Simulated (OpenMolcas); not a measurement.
# HCl (hydrogen chloride): OLYP/def2-TZVPP

Aim: the energy change on altering one bond length of HCl (hydrogen chloride) at OLYP/def2-TZVPP, from 2 runs. 

The results are computed with OpenMolcas 26.06.

### Step 1. Starting point

HCl: 2 atoms, total charge 0, spin state singlet. As SMILES, `Cl`. The coordinates come from a PBE0-D4/def2-TZVP relaxation.

Bond lengths: Cl1–H2 1.279 Å.

### Step 2. Energy and gradient at OLYP/def2-TZVPP

The input, job.inp:

```
>>> EXPORT MOLCAS_PRINT=2

&GATEWAY
 BasLib=$CurrDir
 Coord
 2
 bohr
 Cl     1.03179046    -0.33731611     0.53063510
 H     -1.03179046     0.33731611    -0.53063510
 Basis=def2-TZVPP
 Group=NoSym

&SEWARD

&SCF
 KSDFT=OLYP
 PrOrbitals=1 1

&ALASKA
```

The basis set def2-TZVPP is read from a file made from the Basis Set Exchange's data (not shown).

Started as:

```console
export MOLCAS_MEM=1860
pymolcas job.inp > job.log
```

What it wrote:

```text
--- Start Module: gateway ---
[...]
--- Stop Module: gateway /rc=_RC_ALL_IS_WELL_ ---
[...]
      Basis functions           56
[...]
--- Start Module: scf ---
[...]
       Convergence after   9 Iterations
[...]
::    Total KS-DFT energy                            -460.8403192741
[...]
      Total spin, S                                     0.0000000000
[...]
      Total electronic charge=   18.000000
      Total            charge=   -0.000000
[...]
      Dipole Moment (debye):
      Origin of the operator (angstrom)=    0.5154   -0.1685    0.2651
                   X= -9.9023E-01               Y=  3.2373E-01               Z= -5.0926E-01           Total=  1.1596E+00
      Quadrupole Moment (debye*angstrom):
[...]
--- Stop Module: scf /rc=_RC_ALL_IS_WELL_ ---
[...]
--- Start Module: alaska ---
[...]
 *              Molecular gradients               *
 **************************************************
  Irreducible representation: a
 ------------------------------------------------------------------------------------------
                              X                       Y                       Z
 ------------------------------------------------------------------------------------------
  CL1              -1.46835311979476E-03    4.80038517976178E-04   -7.55153042102386E-04
  H2                1.46835311979387E-03   -4.80038517974846E-04    7.55153042101497E-04
 ------------------------------------------------------------------------------------------
--- Stop Module: alaska /rc=_RC_ALL_IS_WELL_ ---
[...]
```

Wall time 3.6 s (1 thread of Arm Neoverse V1, shared host); peak memory 0.39 GiB.

### Step 3. The distorted shape

The input, job.input:

```
&GATEWAY
BASLIB=$CurrDir
COORD
2
bohr
Cl     0.82541158    -0.26984722     0.42449863
H     -1.03179046     0.33731611    -0.53063510
BASIS=def2-TZVPP
GROUP=NoSym
&SEWARD
&SCF
KSDFT=OLYP
PRORBITALS=1 1
&ALASKA
```

The basis set def2-TZVPP is read from a file made from the Basis Set Exchange's data (not shown).

Started as:

```console
export MOLCAS_MEM=1860
pymolcas job.input > job.log
```

What it wrote:

```text
--- Start Module: gateway ---
[...]
--- Stop Module: gateway /rc=_RC_ALL_IS_WELL_ ---
[...]
      Basis functions           56
[...]
--- Start Module: scf ---
[...]
       Convergence after   9 Iterations
[...]
::    Total KS-DFT energy                            -460.8277611053
[...]
      Total spin, S                                     0.0000000000
[...]
      Total electronic charge=   18.000000
      Total            charge=   -0.000000
[...]
      Dipole Moment (debye):
      Origin of the operator (angstrom)=    0.4093   -0.1338    0.2105
                   X= -9.0096E-01               Y=  2.9454E-01               Z= -4.6335E-01           Total=  1.0551E+00
      Quadrupole Moment (debye*angstrom):
[...]
--- Stop Module: scf /rc=_RC_ALL_IS_WELL_ ---
[...]
--- Start Module: alaska ---
[...]
 *              Molecular gradients               *
 **************************************************
  Irreducible representation: a
 ------------------------------------------------------------------------------------------
                              X                       Y                       Z
 ------------------------------------------------------------------------------------------
  CL1              -9.85211807999633E-02    3.22089072280436E-02   -5.06681022715316E-02
  H2                9.85211807999633E-02   -3.22089072280436E-02    5.06681022715325E-02
 ------------------------------------------------------------------------------------------
--- Stop Module: alaska /rc=_RC_ALL_IS_WELL_ ---
[...]
```

Run time: 3.6 s. Hardware: 1 thread of Arm Neoverse V1, shared host; peak memory 0.39 GiB.

### Step 4. What came out

At OLYP/def2-TZVPP:

```
                                                          quantity          value
                                         first shape: total energy  -460.84032 Eh
                                        first shape: dipole moment         1.16 D
                                          first shape: HOMO energy       -7.80 eV
                                          first shape: LUMO energy       -0.68 eV
                                        first shape: HOMO–LUMO gap        7.12 eV
                             first shape: largest force on an atom     0.088 eV/Å
                                     distorted shape: total energy  -460.82776 Eh
                                    distorted shape: dipole moment         1.06 D
                                      distorted shape: HOMO energy       -7.90 eV
                                      distorted shape: LUMO energy        0.16 eV
                                    distorted shape: HOMO–LUMO gap        8.06 eV
                         distorted shape: largest force on an atom     5.933 eV/Å
energy change with the Cl1–H2 bond shortened from 1.279 to 1.151 Å       0.342 eV
```

In words: With the Cl1–H2 bond shortened from 1.279 to 1.151 Å the energy rises by 0.34 eV (7.9 kcal/mol). The first shape isn't relaxed at this level, so the change isn't measured from a minimum.
